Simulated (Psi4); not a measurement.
# AlHSCl (SMILES [SH][Al][Cl]), step by step, part 1 of 2

Wanted: a geometry optimisation (doublet AlHSCl, UHF-3c/MINIX), then the energy (singlet AlHSCl+, HF-3c/MINIX), then a structure relaxation (singlet AlHSCl+, HF-3c/MINIX), then a single-point energy (doublet AlHSCl, UHF-3c/MINIX) of AlClHS. 

Program for the calculation: Psi4 1.11.

**1. Starting point**

AlHSCl: 4 atoms, total charge 0, spin state doublet. SMILES: `[SH][Al][Cl]`. All atoms were displaced at random from a relaxed shape. The run starts from this shape.

Bond lengths: S1–Al2 2.089 Å, Al2–Cl3 2.236 Å, S1–H4 1.413 Å. Angles: S1–Al2–Cl3 112.0°, Al2–S1–H4 89.5°.

**2. A geometry optimisation at UHF-3c/MINIX (density fitting) (run 1)**

Input file job.dat:

```
memory 1600 MB

molecule molecule1 {
  0 2
  S
  Al 1 2.089195
  Cl 2 2.236175 1 112.04156
  H 1 1.413094 2 89.54129 3 -177.90791
}

set reference uks

E = optimize("hf-3c")
```

Launch:

```console
$ psi4 job.dat job.out -n 1
```

job.out (excerpt; [...] marks lines left out):

```text
[...]
  Running in c1 symmetry.
[...]
  Nuclear repulsion =  155.811084998373673
[...]
  Multiplicity = 2
[...]
  Nalpha       = 24
  Nbeta        = 23
[...]
    Number of basis functions: 43
[...]
   @DF-UKS iter   1: -1094.11639839799523   -8.53060e-01   5.03444e-03 ADIIS/DIIS
[...]
   @DF-UKS iter   8: -1094.17533100504352   -1.13687e-12   6.04387e-09 DIIS
[...]
   @S^2 Observed:                7.542141164E-01
[...]
    Orbital Energies [Eh]
    ---------------------
    Alpha Occupied:
       1A   -104.030363     2A    -91.275846     3A    -58.140771
       4A    -10.461132     5A     -8.894190     6A     -7.895291
       7A     -7.891775     8A     -7.891570     9A     -6.544397
      10A     -6.542931    11A     -6.539793    12A     -4.940178
      13A     -3.223668    14A     -3.220181    15A     -3.218712
      16A     -1.064148    17A     -0.949179    18A     -0.577260
      19A     -0.526084    20A     -0.463420    21A     -0.456733
      22A     -0.452927    23A     -0.381973    24A     -0.318469
    Alpha Virtual:
      25A      0.064415    26A      0.198474    27A      0.225676
[...]
  @DF-UKS Final Energy: -1094.17533100504352
   => Energetics <=
    Nuclear Repulsion Energy =            155.9919789242335639
    One-Electron Energy =               -1829.0012215348770042
    Two-Electron Energy =                 578.8365881926511065
    Total Energy =                      -1094.1753310050435175
  UHF NO Occupations:
  HONO-2 :   22  A 1.9996202
  HONO-1 :   23  A 1.9986442
[...]
 Multipole Moments:
 ------------------------------------------------------------------------------------
     Multipole            Electronic (a.u.)      Nuclear  (a.u.)        Total (a.u.)
 ------------------------------------------------------------------------------------
 L = 1.  Multiply by 2.5417464519 to convert [e a0] to [Debye]
 Dipole X            :          0.0001911           -0.0002472           -0.0000561
 Dipole Y            :         -1.2368167            2.4299787            1.1931620
 Dipole Z            :          3.6689668           -3.4586148            0.2103520
 Magnitude           :                                                    1.2115625
[...]
  -Total Gradient:
     Atom            X                  Y                   Z
    ------   -----------------  -----------------  -----------------
       1        0.000001236030    -0.000136639372     0.000202161423
       2        0.000001333274     0.000003943550    -0.000147399180
       3       -0.000001044337    -0.000005243616    -0.000013292767
       4       -0.000001524967     0.000137939455    -0.000041469489
[...]
    Final optimized geometry and variables:
    Molecular point group: c1
    Full point group: C1
    Geometry (in Angstrom), charge = 0, multiplicity = 2:
    S
    AL            1    2.197250
    CL            2    2.110036      1  114.027333
    H             1    1.372865      2   97.136658      3  179.989018
    Psi4 run time: 0:00:04.00
[...]
```

The script printed:

```text
Optimizer: Optimization complete!
```

Run time: 4.8 s. Hardware: 1 thread of Intel Xeon 6975P-C (Granite Rapids), shared host; peak memory 0.23 GiB.

Step by step:

| step | energy from the first frame kept (eV) | largest force (eV/Å) |
| --- | --- | --- |
| 0 | 0.0000 | 3.0892 |
| 1 | -0.2465 | 0.9799 |
| 2 | -0.2679 | 0.1527 |
| 3 | -0.2689 | 0.0503 |
| 4 | -0.2690 | 0.0125 |

After the run. Bond lengths: S1–Al2 2.197 Å, Al2–Cl3 2.110 Å, S1–H4 1.373 Å. Angles: S1–Al2–Cl3 114.0°, Al2–S1–H4 97.1°.

**3. The singlet cation: the energy at HF-3c/MINIX (density fitting) (run 2)**

Input file job.py:

```python
import psi4

psi4.set_memory(1600000000)
psi4.set_num_threads(1)
psi4.core.set_output_file('output.dat', False)

molecule = psi4.geometry("""
1 1
S      0.523691     0.936152    -0.825507
Al    -0.377472    -0.490481     0.581807
Cl     0.246469    -2.486294     0.299526
H     -0.096648     2.063283    -0.346429
symmetry c1
""")

e, wfn = psi4.energy('HF-3C', return_wfn=True)
print(f'HF-3C energy: {e:.10f} Eh')
```

Launch:

```console
$ python job.py
```

output.dat (excerpt; [...] marks lines left out):

```text
[...]
  Running in c1 symmetry.
[...]
  Nuclear repulsion =  155.991960309535386
[...]
  Multiplicity = 1
[...]
  Nalpha       = 23
  Nbeta        = 23
[...]
    Number of basis functions: 43
[...]
   @DF-RHF iter   1: -1093.77447156491439   -4.85975e-01   7.11051e-03 ADIIS/DIIS
[...]
   @DF-RHF iter   9: -1093.87350307630663   -1.55235e-08   3.21366e-07 DIIS
[...]
    Orbital Energies [Eh]
    ---------------------
    Doubly Occupied:
       1A   -104.312762     2A    -91.571509     3A    -58.485915
       4A    -10.729509     5A     -9.176591     6A     -8.163183
       7A     -8.160480     8A     -8.160457     9A     -6.825570
      10A     -6.825179    11A     -6.822349    12A     -5.266593
      13A     -3.551684    14A     -3.551669    15A     -3.549121
      16A     -1.290329    17A     -1.182040    18A     -0.795594
      19A     -0.741146    20A     -0.676958    21A     -0.671666
      22A     -0.665857    23A     -0.611582
[...]
  @DF-RHF Final Energy: -1093.87350307630663
   => Energetics <=
    Nuclear Repulsion Energy =            155.9919603095353864
    One-Electron Energy =               -1816.1500900382718555
    Two-Electron Energy =                 566.2873032475796435
    Total Energy =                      -1093.8735030763066334
[...]
 Multipole Moments:
 ------------------------------------------------------------------------------------
     Multipole            Electronic (a.u.)      Nuclear  (a.u.)        Total (a.u.)
 ------------------------------------------------------------------------------------
 L = 1.  Multiply by 2.5417464519 to convert [e a0] to [Debye]
 Dipole X            :         -1.8196807            0.1872957           -1.6323850
 Dipole Y            :         -2.4978273            4.0587066            1.5608793
 Dipole Z            :          2.7531391           -1.1656055            1.5875336
 Magnitude           :                                                    2.7606680
[...]
```

Standard output:

```text
HF-3C energy: -1093.8735030763 Eh
```

Run time: 3.3 s. Hardware: 1 thread of Intel Xeon 6975P-C (Granite Rapids), shared host; peak memory 0.19 GiB.

(Continued in part 2 of 2.)
